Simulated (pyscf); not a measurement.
Structures and frequencies: ωB97X-D3(BJ)/def2-SVP in PySCF. Correlated levels are frozen-core, on RHF or UHF. ΔMP2 is the change of the MP2 total energy from the triple- to the quadruple-zeta basis.

**Question.** Estimate the classical barrier height and the reaction energy of H₃C–BH–NH₂ → HB=NH + methane (CH₄) at CCSD(T)/def2-TZVPP + ΔMP2(QZVPP). The step runs on the singlet surface, breaks B–C, H–N and forms C–H; take the reactant's lowest minimum found as zero.

**Answer.** ΔE‡ = 341.1 kJ/mol, ΔE = +134.6 kJ/mol. Zero-point energy shifts the barrier by -19.9 kJ/mol. It is an elimination, with an imaginary mode of 1428i cm⁻¹. This is the saddle that the search found; another between the same sides may lie lower. The CCSD(T) − MP2 part came from Ansatz, without density fitting, on the same reference.
